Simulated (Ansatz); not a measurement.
in.yaml

```yaml
crystal:
  periodic: [false, false, false]
  atoms:
    - {symbol: F, position_ang: [-0.022230, -0.247215, 1.576086]}
    - {symbol: C, position_ang: [-0.023063, 0.524658, 0.532506]}
    - {symbol: Si, position_ang: [0.024901, -0.057141, -1.293866]}
basis:
  gaussian: {orbitals: STO-3G}
magnetization: {spin_polarized: false, initial_magnetization: 3}
correlation: {active_space: {window: {electrons: 9, orbitals: 6}, fixed_orbitals: true}}
output: {forces: true}
```

```sh
$ ansatz run in.yaml --threads 1 --pin off --events-out ev --progress --plain --max-ram 2393MiB
```

Output:

```
232 factors; integrals over basis functions are off by at most 2.3e-5 eV
mean field evaluation 1: about -11450.4795 eV, gradient 1.3e1 eV
mean field evaluation 2: about -11450.5630 eV, gradient 1.3e1 eV
mean field evaluation 4: about -11451.8705 eV, gradient 2.7e0 eV
mean field evaluation 8: about -11452.1874 eV, gradient 1.4e-1 eV
mean field evaluation 16: about -11451.5069 eV, gradient 1.5e0 eV
mean field evaluation 32: about -11451.6079 eV, gradient 4.0e-1 eV
mean field -11452.18768142 eV, -420.8601347204 hartree, gradient 2.5e-6 eV, S^2 3.750000; 7 other end points of the search recorded, 0 dependent functions left out
reference -11452.18768142 eV, -420.8601347204 hartree; 16, 13 occupied and 3, 6 virtual orbitals, 232 factors
state -11452.22006837 eV, -420.8613249190 hartree
the calculation of the forces begins
mean field evaluation 64: about -11452.0966 eV, gradient 2.1e-1 eV
Total energy: -11452.22006837 eV, -420.8613249190 hartree
Atom 0 at    -0.022230    -0.247215     1.576086 Å, force     0.004992    -1.679546     2.095278 eV/Å
Atom 1 at    -0.023063     0.524658     0.532506 Å, force     0.014944     1.488891    -2.926593 eV/Å
Atom 2 at     0.024901    -0.057141    -1.293866 Å, force    -0.019935     0.190655     0.831315 eV/Å
Dipole moment:     0.004298    -0.003081    -0.232882 e Å
```

The active space holds one configuration alone, so it describes no static correlation.

Natural occupations: 2.0000 1.9990 1.9990 1.0010 1.0010 1.0000.

Forces (eV/Å):
```
F    0.005 -1.680  2.095
C    0.015  1.489 -2.927
Si  -0.020  0.191  0.831
```

Ran on 1 thread of Arm Neoverse V1, shared host: 0.3 s wall, 0.16 GiB peak host memory.
